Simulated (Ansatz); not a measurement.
## H2As–As, triplet in cc-pVDZ: errors against UCCSDT(Q)

Geometry: a PBE0/def2-TZVP stationary point for this spin, not checked as a minimum.

| atom | x (Å) | y (Å) | z (Å) |
| --- | --- | --- | --- |
| As | -0.0467 | 0.0000 | 1.1915 |
| As | 0.0198 | 0.0000 | -1.2272 |
| H | 1.0011 | -1.0996 | 1.3286 |
| H | 1.0011 | 1.0996 | 1.3286 |

Basis cc-pVDZ; Ansatz 0.2.0. Correlated methods freeze the noble-gas cores and the filled d shells of p-block atoms, which leaves 12 electrons in 36 orbitals. Prefix R: restricted or restricted open-shell reference; prefix U: unrestricted. Active spaces: valence = (12e, 10o) chosen from the atoms' valence shells. No spin–orbit coupling is included, and no scalar relativity.

Full CI isn't at hand for all of this; UCCSDT(Q) serves as the reference, and is uncertain by about the last step of the cluster series. The frozen core follows each run's orbitals, which can shift R against U totals by a few meV for light atoms and by up to 0.1 eV past Ca.

The UHF ⟨S²⟩ is 2.021, the T1 diagnostic (RCCSD) is 0.0206 and the largest doubles amplitude (RCCSD) is 0.074. The T1 diagnostic (UCCSD) is 0.0159.

```tsv
level	E − E(RHF) (eV)
UHF	-0.1483
UMP2	-5.0277
UCCSD	-6.0180
UCCSD(T)	-6.1849
```

(1) Estimate how far UCCSDT(Q) in cc-pVDZ lies from UCCSD(T). The table doesn't fix it; the size of (T) and the diagnostics are the guide.

(1) UCCSDT(Q) in cc-pVDZ lies 1.41 mEh below UCCSD(T), which is 23 % of the (T) step (-6.13 mEh). The diagnostics are small and one determinant leads, so the series closes fast and only a small part of (T) is left.

The other levels:

```json
{"level": "UCCSDT", "E − E(UCCSDT(Q)) (mEh)": "0.38", "share of correlation (%)": "99.83", "wall time": "–"}
```

The correlation energy at UCCSDT(Q), counted from RHF, is -6.223 eV. That run took 87 s on 1 thread of Intel Xeon, shared host.

Run but not shown, since their state or frozen core can't be matched to the reference's or they repeat it: RHF, RMP2, CISD, RCCSD, RCCSD(T), BCCD(T), RCCSDT, RCCSDT(Q), CASSCF (valence space), NEVPT2 (valence space), MRCISD (valence space), MRCISD+Q (valence space), MRCISD+Q(relaxed) (valence space).

Times hold each run's SCF and search for its determinant on a shared host, so for small cases they say little of a method's own cost; they ran on 1 thread of Intel Xeon.

Natural occupations of CASSCF (valence space) about the gap: 1.973 1.967 1.958 1.003 1.001 0.048 0.035 0.028; effectively unpaired electrons, Σ n²(2−n)², 2.03.

Atomization energy (electronic, same basis, no zero-point term; atoms at the same level, unrestricted beside the R rows where the molecule is a closed shell, but restricted open-shell past Ca, as are all atoms' steps beyond CCSDT(Q)) at UCCSDT(Q): 659.8 kJ/mol. Errors of other levels:

```csv
level,error (kJ/mol)
UHF,-215.3
UMP2,-32.9
UCCSD,-14.7
UCCSD(T),-2.4
UCCSDT,-0.7
```

This basis is far from its limit, so the value isn't to be set against a measured one.
